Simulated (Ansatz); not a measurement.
SiEtH3 (C₂H₈Si). The state is a singlet with charge 0. Geometry r2SCAN-D4/def2-TZVP, basis def2-TZVP, Ansatz.

| run | HOMO (eV) | LUMO (eV) |
| --- | --- | --- |
| A | -7.99 | 0.71 |
| B | -8.71 | 1.06 |
| C | -7.32 | -0.29 |
| D | -7.25 | -0.08 |
| E | -7.52 | 0.46 |
| F | -8.53 | 0.71 |

Task: The runs used LDA (SPW92), PBE, PBE0, r2SCAN, r2SCAN0, r2SCANh. Estimate which is which.

Result: A r2SCANh (10 % exact exchange); B r2SCAN0 (25 % exact exchange); C LDA (SPW92) (0 % exact exchange); D PBE (0 % exact exchange); E r2SCAN (0 % exact exchange); F PBE0 (25 % exact exchange). Exact exchange lowers occupied and raises empty levels; among semilocal functionals meta-GGAs tend to open the gap a little, and such runs are hard to tell apart. The gap grows from 7.04 eV (LDA (SPW92)) to 9.77 eV (r2SCAN0).
